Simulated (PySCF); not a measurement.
Calculation: PBE0-D3(BJ)/def2-TZVP (PySCF). Gas-phase values, no solvent. One relaxed conformer stands for a flexible species; it need not be the lowest. Delta-SCF ions had no search for a lower state. 

Reference species (SMILES): `ClB(Cl)Cl` (neutral, multiplicity 1).

The vertical ionisation energy (Delta-SCF) is 11.30 eV and the HOMO–LUMO gap comes out as 7.40 eV. The HOMO comes out as -9.09 eV.

Changed species: `OB(Cl)O` (H–O–B–Cl torsion 180°, Cl–B–O–H torsion 0°) (2 of 3 Cl replaced by OH; the reference has 0 of 3 Cl replaced by OH).

Problem. What does the change do to the vertical ionisation energy (Delta-SCF), HOMO–LUMO gap and HOMO?

Solution. the vertical ionisation energy (Delta-SCF) increases by 0.53 eV, to 11.83 eV; the HOMO–LUMO gap rises by 2.27 eV, to 9.67 eV; the HOMO falls by 0.05 eV, to -9.14 eV.
